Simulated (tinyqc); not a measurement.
Worked calculation: CCSD on RHF in the sto-3g basis, frozen core, for LiH, spin multiplicity 1. One step of it, computed by the program tinyqc.

Task: CCSD: starting amplitudes. t_ij^ab = <ij||ab> / (e_i + e_j - e_a - e_b), whose energy is MP2.

orbital energies (hartree): [-2.347596, -0.289893, 0.078673, 0.163871, 0.163871, 0.562702]

Two-electron integrals over orbitals (pq|rs), unique and non-zero (hartree); the lowest 1 orbital is frozen and left out:
```
(22|22) 0.491137    (32|22) -0.047663   (32|32) 0.012536    (33|22) 0.225228
(33|32) 0.006758    (33|33) 0.338427    (42|42) 0.023729    (43|42) 0.019235
(43|43) 0.041293    (44|22) 0.272896    (44|32) 0.005183    (44|33) 0.282121
(44|44) 0.312946    (52|52) 0.023729    (53|52) 0.019235    (53|53) 0.041293
(54|54) 0.016869    (55|22) 0.272896    (55|32) 0.005183    (55|33) 0.282121
(55|44) 0.279207    (55|55) 0.312946    (62|22) 0.129712    (62|32) -0.033970
(62|33) -0.010878   (62|44) -0.013407   (62|55) -0.013407   (62|62) 0.123361
(63|22) -0.051107   (63|32) 0.008863    (63|33) 0.036012    (63|44) 0.001770
(63|55) 0.001770    (63|62) -0.031416   (63|63) 0.026347    (64|42) -0.019561
(64|43) -0.013812   (64|64) 0.019605    (65|52) -0.019561   (65|53) -0.013812
(65|65) 0.019605    (66|22) 0.455894    (66|32) -0.042699   (66|33) 0.241775
(66|44) 0.268810    (66|55) 0.268810    (66|62) 0.137709    (66|63) -0.043799
(66|66) 0.455434
```

Give: Starting amplitudes; correlation energy.

Result:

Starting amplitudes (spin orbitals 1a, 1b, ...; amplitudes related by a flip of all spins are not repeated):
```
from      to       t
2a 2b  6a 6b  -0.072
2a 2b  3a 6b   0.028
2a 2b  5a 5b  -0.026
2a 2b  4a 4b  -0.026
2a 2b  3a 3b  -0.017
```

correlation energy = -0.01227 hartree
